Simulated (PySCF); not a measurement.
## Partial charges of pyranone

Compound: pyranone, C₅H₄O₂.
Geometry (PBE0-D3(BJ)/def2-SVP, Å), atoms numbered from 1 in this order:
```xyz
11
C5H4O2 angstrom
O     -0.978    2.346    0.078
C     -0.501    1.227    0.022
C     -1.299   -0.005   -0.024
C     -0.712   -1.214   -0.093
O      0.621   -1.392   -0.125
C      1.412   -0.305   -0.080
C      0.942    0.954   -0.010
H     -2.387    0.075   -0.001
H     -1.244   -2.166   -0.131
H      2.468   -0.578   -0.109
H      1.635    1.796    0.023
```

Density: PBE0/pcSseg-1 (PySCF); schemes: Mulliken, IAO, Hirshfeld and ESP-fitted. Geometry: PBE0-D3(BJ)/def2-SVP; no solvent, vibrations or thermal averaging.

Q: For which atoms does the sign change between the 4 schemes (beyond +0.03 e in one, beyond −0.03 e in another)?

A: For none.

Q: Do the Mulliken, IAO, Hirshfeld and ESP-fitted schemes agree on where the charge is lowest?

A: The schemes don't all agree: Mulliken O1 (-0.397); IAO O1 (-0.461); Hirshfeld O1 (-0.280); ESP-fitted C3 (-0.708).

Q: What partial charge does each atom carry?

A: In e:

```
atom                 environment  Mulliken     IAO  Hirshfeld  ESP-fitted
  O1             carbonyl oxygen    -0.397  -0.461     -0.280      -0.603
  C2        ring carbonyl carbon    +0.342  +0.342     +0.115      +0.987
  C3  unsaturated ring CH carbon    -0.285  -0.248     -0.076      -0.708
  C4  unsaturated ring CH carbon    +0.245  +0.070     +0.052      +0.315
  O5                 ring oxygen    -0.389  -0.237     -0.057      -0.321
  C6  unsaturated ring CH carbon    +0.244  +0.069     +0.052      +0.314
  C7  unsaturated ring CH carbon    -0.285  -0.248     -0.076      -0.696
  H8              hydrogen on C3    +0.128  +0.179     +0.063      +0.245
  H9              hydrogen on C4    +0.134  +0.178     +0.072      +0.115
 H10              hydrogen on C6    +0.134  +0.178     +0.072      +0.113
 H11              hydrogen on C7    +0.128  +0.179     +0.063      +0.239
```

Mean size of the charges over all atoms: ESP-fitted 0.423 e, Mulliken 0.246 e, IAO 0.217 e, Hirshfeld 0.089 e. Each set sums to the total charge, 0, to within 0.001 e. The Mulliken scheme gives each basis function's population to the atom it is centred on and halves the overlap population of two atoms between them.

Q: How many electrons does the Mulliken scheme count on O5?

A: Z − q = 8 − (-0.389) = 8.389.

Q: Sum the charges by element.

A: 
```tsv
element	atoms	Mulliken	IAO	Hirshfeld	ESP-fitted
O	2	-0.785	-0.698	-0.337	-0.924
C	5	+0.262	-0.016	+0.067	+0.212
H	4	+0.524	+0.714	+0.270	+0.712
```
